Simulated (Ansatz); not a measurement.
A relaxed structure of MgSe. Calculation: r2SCAN (plane waves to 500 eV, PAW, scalar-relativistic; Ansatz, a program for electronic structure).

```xyz
2
Lattice="0.0000 2.7362 2.7362 2.7362 0.0000 2.7362 2.7362 2.7362 0.0000" Properties=species:S:1:pos:R:3 pbc="T T T"
Mg     2.7362     2.7362     2.7362
Se     0.0000     0.0000     0.0000
```

**Question.** Find the space group and the Wyckoff positions (tolerance 0.01 Å).

**Answer.** Space group Fm-3m (No. 225); a = 5.4724 Å, b = 5.4724 Å, c = 5.4724 Å, α = 90.00°, β = 90.00°, γ = 90.00°

```json
[
 {"atom": "Mg", "site": "4b", "symmetry": "m-3m", "x": "0.5000", "y": "0.5000", "z": "0.5000"},
 {"atom": "Se", "site": "4a", "symmetry": "m-3m", "x": "0.0000", "y": "0.0000", "z": "0.0000"}
]
```

This is the rock salt type.

**Question.** Give the shortest distances between elements (the closest pairs, up to four, under 3.6 Å).

**Answer.** Mg–Se 2.74 Å.

The volume per atom is 20.49 Å³. The band gap is 2.48 eV, indirect (valence top at Γ, conduction bottom at X) (no spin-orbit coupling). The smallest direct gap is 3.44 eV at Γ.

No spin polarisation in the result.

Measured for MgSe: a 5.46 Å (room temperature; as listed in M J Lucero, T M Henderson, G E Scuseria, Journal of Physics Condensed Matter (2012)). Computed minus measured — a: r2SCAN +0.2 %. The computed values are for a static lattice.

It was reached from a disturbed copy of a P4/mmm (No. 123) cell, against which it lies -0.416 eV/atom.
